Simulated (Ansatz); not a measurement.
Reaction (SMILES): ClCl (Cl2) + [H][H] (H2) → 2 Cl (HCl)
B3LYP-D3(BJ)/def2-TZVP geometries, fixed; electronic energies without zero-point terms.
Largest species:
```xyz
2

Cl     0.0000     0.0000    -1.0068
Cl     0.0000     0.0000     1.0068
```
Charge 0, spin multiplicity 1.

The energy of full hydrogenation at CCSD(T) with Ansatz (a program for electronic structure), in kcal/mol, split into its Hartree-Fock and correlation parts. Cores are frozen. No added dispersion term, no relativity. Functions are those of the species that has most.

```tsv
basis	X	functions	Hartree-Fock	CCSD(T)
aug-cc-pV(D+d)Z	2	64	-56.85	-53.43
aug-cc-pV(T+d)Z	3	110	-51.60	-47.61
aug-cc-pV(Q+d)Z	4	178	-51.35	-46.76
```

Worked estimate of the basis-set limit from each neighbouring pair, with Hartree-Fock from the larger set and the correlation part extrapolated as X^-3.
Correlation parts: X = 2: 3.42, X = 3: 3.99, X = 4: 4.59.
- (2,3): (27·(3.99) - 8·(3.42))/19 = 4.23; with Hartree-Fock -51.60 the estimate is -47.37 kcal/mol.
- (3,4): (64·(4.59) - 27·(3.99))/37 = 5.03; with Hartree-Fock -51.35 the estimate is -46.32 kcal/mol.
The last two estimates differ by 1.05 kcal/mol; the largest set lies 0.44 from the last. Over the last step Hartree-Fock moves by 0.25 and the correlation part by 0.60.
